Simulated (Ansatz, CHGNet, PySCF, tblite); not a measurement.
Ladder of methods for the lattice constant a of zinc-blende GaP

Reference value: 5.439 Å (measured, static lattice: zero-point anharmonic expansion removed; as tabulated in Mejia-Rodriguez and Trickey (2018), arXiv:1807.09216).

| level (code) | value (Å) | error (%) |
|---|---|---|
| GFN2-xTB (tblite) | 5.687 | +4.56 |
| CHGNet-r²SCAN | 5.458 | +0.35 |
| LDA (Ansatz) | 5.391 | -0.88 |
| BLYP (Ansatz) | 5.598 | +2.92 |
| PBE (Ansatz) | 5.506 | +1.23 |
| revPBE (Ansatz) | 5.542 | +1.89 |
| rVV10 (Ansatz) | 5.525 | +1.58 |
| r²SCAN (Ansatz) | 5.451 | +0.22 |
| HSE06 (Ansatz) | 5.465 | +0.48 |
| PBE0 (Ansatz) | 5.460 | +0.39 |
| Hartree–Fock (Ansatz) | 5.548 | +2.00 |
| MP2 (PySCF) | 5.493 ± 0.02 | +0.99 |

Of the ranked levels r²SCAN (+0.22 %) comes nearest. Farthest off among them: GFN2-xTB (+4.56 %).

A ± on a computed value is a rough bar: the spread of its extrapolation, a floor set from checks against published values, or a statistical error. GFN2-xTB: the method was fitted mainly to molecules. GFN2-xTB: the run uses a supercell at the zone centre in place of a k mesh. Cutoffs and k meshes differ between the levels. Ansatz's density-functional and Hartree–Fock values are scalar-relativistic unless marked +SOC, with PAW data made under PBE.

Machine-learned potentials (CHGNet-r²SCAN) are trained on DFT data: a solid inside that data is no test of them.

Differences are worked out from the printed values.

Ansatz is a first-principles code.
